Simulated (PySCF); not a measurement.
Compound: C₅H₁₁S (doublet state).
Numbering: `[CH3:1][CH:2][CH2:3][C@H:4]([CH3:5])[SH:6]` (hydrogens: H7, H8, H9 on C1; H10 on C2; H11, H12 on C3; H13 on C4; H14, H15, H16 on C5; H17 on S6)

Cartesian coordinates in Å at the GFN2-xTB level; atoms count from 1:
```
atom  x, y, z in Å
C1     2.3086    0.5704   -0.1219
C2     1.3024   -0.1332    0.7000
C3     0.2159   -0.9173    0.0875
C4    -0.9341   -0.0010   -0.3977
C5    -1.6560    0.6802    0.7506
S6    -2.1177   -0.9556   -1.4236
H7     3.3157    0.4017    0.2678
H8     2.2713    0.2342   -1.1558
H9     2.1544    1.6562   -0.1101
H10    1.2755    0.0692    1.7576
H11   -0.2000   -1.6329    0.8016
H12    0.5863   -1.4666   -0.7833
H13   -0.5373    0.7440   -1.0912
H14   -0.9700    1.3375    1.2803
H15   -2.4895    1.2713    0.3781
H16   -2.0411   -0.0586    1.4517
H17   -2.4916   -1.7873   -0.4533
```

The hyperfine couplings belong to this conformer and change with its torsions.

Method: UKS B3LYP, pcH-1 on C H S, non-relativistic, mean-field spin-orbit, GIAO (PySCF). One conformer (not necessarily the lowest) at the GFN2-xTB geometry, without solvent, vibrations or thermal averaging. The geometry wasn't refined by DFT: couplings that depend on bond lengths, twists or pyramidal angles can differ widely from those at the functional's own minimum. No stability test was run, so a lower SCF solution isn't excluded.

Largest spin populations (Mulliken): C2 (+1.02), C1 (-0.08) and C3 (-0.08). No atom but C2 exceeds +0.15. The angles at C2 add up to 359.2°, so it is planar; its axial dipolar tensor and the negative coupling of its proton fit spin in a p orbital normal to that plane.

Problem. McConnell's relation a(H) = Q·ρ ties the coupling of a proton on a planar π carbon to the spin population of that carbon. What Q do the computed values give?

Solution. 
```tsv
H	C	ρ(C)	a(H) (G)	a/ρ (G)
H10	C2	+1.018	-21.74	-21.4
```

One proton gives one ratio, Q = -21.4 G, and no test of linearity.

Problem. How do the β-proton couplings of this frozen conformer go with θ, the angle between the C–H bond and the normal to the plane of the spin centre's three neighbours, both seen down the bond from centre to carbon?

Solution. 
| β H | on | centre | θ (°) | cos²θ | a (G) |
| --- | --- | --- | --- | --- | --- |
| H7 | C1 | C2 | 40 | 0.59 | +33.42 |
| H8 | C1 | C2 | 81 | 0.02 | +1.75 |
| H9 | C1 | C2 | 22 | 0.86 | +46.08 |
| H11 | C3 | C2 | 65 | 0.18 | +8.66 |
| H12 | C3 | C2 | 55 | 0.32 | +16.27 |

Fitting the Heller–McConnell form a = ρ(B0 + B2 cos²θ), with Mulliken ρ = 1.02, gives B0 = -0.3 G and B2 = 53.5 G, with a largest miss of 1.7 G. By this fit the coupling would be 54.2 G at θ = 0° and -0.3 G at 90°.

Problem. What would the freely rotating methyl group on C1 show?

Solution. Three equal couplings, a 1:3:3:1 quartet. The mean of the three values of this geometry estimates the splitting: 27.1 G, or 75.9 MHz (three bonds 120° apart have a mean cos²θ of 1/2 at any torsion).

Couplings in gauss use g_iso = 2.0031.
